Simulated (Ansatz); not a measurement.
**PH4 (doublet): the correlation ladder at distance P1–H3 = 3.774 Å, 6-31G**

How much of the correlation energy of PH4 (doublet) does each wave-function method recover here?

Computed with Ansatz 0.2.0, Gaussian basis. Level: 6-31G, core rule «outside noble gas», up to 5 orbitals frozen.

The runs, in order: UHF; CCSD(T) on ROHF; CCSD(T) on UHF; BCCD(T) on ROHF; CISD; CCSDT(Q) on ROHF; CCSDT(Q) on UHF; CISDTQ; CCSDTQ on ROHF; CCSDTQ on UHF; CASSCF and MRCISD+Q, 3 electrons in 3 orbitals; CASSCF and NEVPT2, 3 electrons in 3 orbitals; CASSCF and MRCISD+Q, 9 electrons in 8 orbitals; CASSCF and NEVPT2, 9 electrons in 8 orbitals; Full CI.

21 further runs of the same task are left out: 17 that didn't finish, 4 set aside as unsound or not needed.

### 1 The geometry

The geometry derives from a PBE0/def2-TZVP stationary point (not a proven minimum). One bond is set to the value named and the two fragments are kept rigid.

5 atoms, charge 0, spin multiplicity 2.

Atoms are counted from 1 here; the program's logs count them from 0.

Bond lengths: P1–H2 1.519 Å, P1–H4 1.410 Å, P1–H5 1.519 Å. Angles: H2–P1–H4 92.8°, H2–P1–H5 171.2°, H4–P1–H5 92.8°.

### 2 UHF

in.yaml

```yaml
crystal:
  periodic: [false, false, false]
  atoms:
    - {symbol: P, position_ang: [0.089484, -0.052064, 0.000000]}
    - {symbol: H, position_ang: [0.205434, -0.052064, -1.514668]}
    - {symbol: H, position_ang: [-2.341903, 2.834358, 0.000000]}
    - {symbol: H, position_ang: [-0.818773, -1.130302, 0.000000]}
    - {symbol: H, position_ang: [0.205434, -0.052064, 1.514668]}
basis:
  gaussian: {orbitals: 6-31G}
magnetization: {spin_polarized: true, initial_magnetization: 1}
hamiltonian: {xc: hf}
output: {orbitals: {seedname: orbitals}}
```

Command:

```console
ansatz run in.yaml --threads 1 --pin off --events-out ev --progress --plain --max-ram 2393MiB
```

Further steps of the session: CCSD(T) on ROHF; CCSD(T) on UHF; BCCD(T) on ROHF; CISD; CCSDT(Q) on ROHF; CCSDT(Q) on UHF; CISDTQ; CCSDTQ on ROHF; CCSDTQ on UHF; CASSCF and MRCISD+Q, 3 electrons in 3 orbitals; CASSCF and NEVPT2, 3 electrons in 3 orbitals; CASSCF and MRCISD+Q, 9 electrons in 8 orbitals; CASSCF and NEVPT2, 9 electrons in 8 orbitals; Full CI.

**Question.** What will the summary of the whole plan be? Wanted: FCI below the RHF energy; RMP2 from FCI; UMP2 from FCI; RCCSD from FCI; RCCSD(T) from FCI; UCCSD(T) from FCI; RCCSDT(Q) from FCI; UCCSDT(Q) from FCI; NEVPT2 pair from FCI.

As calculated:

| quantity | value |
| --- | --- |
| FCI below the RHF energy | -2.6092 eV |
| RMP2 from FCI | +70.0 kJ/mol |
| UMP2 from FCI | +70.0 kJ/mol |
| RCCSD from FCI | +4.6 kJ/mol |
| RCCSD(T) from FCI | +1.4 kJ/mol |
| UCCSD(T) from FCI | +1.4 kJ/mol |
| RCCSDT(Q) from FCI | +0.1 kJ/mol |
| UCCSDT(Q) from FCI | +0.1 kJ/mol |
| NEVPT2 pair from FCI | +58.8 kJ/mol |
| MRCISD+Q pair from FCI | -1.0 kJ/mol |
| NEVPT2 valence from FCI | +22.8 kJ/mol |
| levels within 1 kcal/mol (43 meV) | RCCSD(T), UCCSD(T), BCCD(T), RCCSDT, UCCSDT, CISDTQ, RCCSDT(Q), UCCSDT(Q), RCCSDTQ, UCCSDTQ, MRCISD+Q pair, MRCISD valence, MRCISD+Q valence |
| T1 diagnostic | 0.013 |
| effectively unpaired electrons | 1.06 |

What this shows: RCCSD(T) lands +1.4 kJ/mol from the yardstick (0.5 % of the correlation energy). MRCISD+Q pair falls below full CI: the +Q correction isn't variational, and the cores differ from full CI's. One determinant dominates. Of the multireference levels listed MRCISD+Q pair comes nearest in total energy (-1.0 kJ/mol), which doesn't show that its space is the better one. Coupled cluster took another determinant than the lowest Hartree-Fock one. These misses are within one basis, not against nature; the frozen cores of restricted and unrestricted runs differ, which can shift their rows.
